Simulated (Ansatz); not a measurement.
Dissociation curve of LiH, singlet.

Methods: RKS-B3LYP = restricted B3LYP/cc-pVQZ run with Ansatz (a program for electronic structure); RKS-PBE = restricted PBE/cc-pVQZ (Ansatz); RKS-BLYP = restricted BLYP/cc-pVQZ in Ansatz; RCCSD(T) = Ansatz with CCSD(T) on RHF/cc-pVQZ, frozen core; UKS-B3LYP = unrestricted B3LYP/cc-pVQZ (Ansatz); UKS-PBE = Ansatz with unrestricted PBE/cc-pVQZ; UKS-BLYP = Ansatz with unrestricted BLYP/cc-pVQZ; UCCSD(T) = CCSD(T) on UHF/cc-pVQZ, frozen core in Ansatz; FCI = full CI/cc-pVQZ, frozen core (Ansatz).

Cost and accuracy over the 23 points of the scan, with FCI as yardstick. Costs are rough ratios of core time within Ansatz on shared cores, each with its mean field (Kohn-Sham runs search longer for lower solutions than correlated ones do); the miss is the largest error against full CI of the curve after the mean shift, in eV.

```csv
level,relative cost,largest error
RKS-B3LYP,1,0.840
RKS-PBE,1,0.558
RKS-BLYP,1,0.499
RCCSD(T),2,0.000
UKS-B3LYP,3,0.079
UKS-PBE,3,0.112
UKS-BLYP,4,0.108
UCCSD(T),4,0.002
```

Costs within a factor of two of each other count as equal.

The restricted form behind RKS-B3LYP, RKS-PBE, RKS-BLYP keeps the bonding electrons paired and can't separate into open-shell fragments. With two correlated electrons CCSD is exact in the basis where it finds the lowest root (RCCSD(T), UCCSD(T)). The unrestricted determinant behind UKS-B3LYP, UKS-PBE is spin-contaminated at 2.91 to 6.35 Å (<S²> up to 1.0, against 0.00 for a pure singlet). The unrestricted determinant behind UKS-BLYP is spin-contaminated at 2.91 to 6.35 Å (<S²> up to 0.9, against 0.00 for a pure singlet). The unrestricted determinant behind UCCSD(T) is spin-contaminated at 2.40 to 6.35 Å (<S²> up to 1.0, against 0.00 for a pure singlet).
